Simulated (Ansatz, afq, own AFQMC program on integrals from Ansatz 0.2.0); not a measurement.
SiGeH3⁺, singlet in cc-pVDZ, levels against AFQMC with the constraint released

| atom | x (Å) | y (Å) | z (Å) |
| --- | --- | --- | --- |
| Si | -0.0059 | 0.0000 | 1.6929 |
| Ge | -0.0015 | 0.0000 | -0.7474 |
| H | 1.4617 | 0.0000 | 1.9964 |
| H | -0.5952 | 1.2043 | 2.3467 |
| H | -0.5953 | -1.2043 | 2.3467 |

Connectivity, by distances: SiH3–Ge.

Basis cc-pVDZ. Noble-gas cores (and the filled d shells of Ga–Kr and In–Xe) are frozen. AFQMC by an in-house program on the Cholesky factors that Ansatz 0.2.0 writes for its CCSD(T) run. ph-AFQMC/CISD is guided by a CISD state made of CCSD amplitudes; releasing the constraint for a short imaginary time cuts its bias at the price of noise, slowly where states lie close. ± is one standard error of the sampling. No spin–orbit coupling.

Determinant: UHF, the one that the program's search chose, which needn't be the lowest solution. The geometry is a PBE0/def2-TZVP stationary point of this or a neighbouring charge and spin state.

No full CI on the walks' own integrals is used here. The released AFQMC energy serves as the reference, which it does only where one determinant dominates, the energy is flat over the last release times and near the phaseless one (40 meV or 2 meV an electron, half that with transition metals). On small molecules, where full CI could be run and the noise was under 10 meV, such values lay within 10 meV of it in 19 cases of 20, a flattering rate, since the rule was set on those same cases; what remains of the bias isn't in the error bar.

Cautions: no relativity below Rb; no spin-orbit coupling; inner d shell frozen; an unrestricted solution with more broken spin lies lower (30 meV, ⟨S²⟩ 0.26), while this determinant keeps restricted orbitals; the ph-AFQMC/CISD walk drifts between its halves (2.4 errors); the released value is read at 2.40 1/Eh with a noise of 16 meV, more than in the cases checked (meV from the phaseless value at times in 1/Eh: 5 ± 12 at 0.24, -15 ± 12 at 0.51, -10 ± 10 at 0.99, -24 ± 13 at 1.62, -2 ± 16 at 2.40).

```
T1 diagnostic                               : 0.0190
weight of the determinant in the CISD state : 0.864
⟨S²⟩ of the determinant                     : 0.000
size of the correlated space                : 10 electrons in 41 orbitals
```

Reference: AFQMC with the constraint released, correlation energy -5.463 ± 0.016 eV.

```tsv
level	E − E(reference) (mEh)	share of correlation (%)
HF	200.75 ± 0.59	0.00
MP2	49.73 ± 0.59	75.23
CCSD	6.55 ± 0.59	96.74
CCSD(T)	1.69 ± 0.59	99.16
ph-AFQMC/CISD	0.08 ± 0.69	99.96
```

A walk keeps the symmetry of its determinant, which the program's search chose and which needn't be the lowest solution, so a lower state of the same spin and another symmetry isn't excluded. Released energies are given only where the last usable release times agree within the noise; a slower fall can still hide under it.
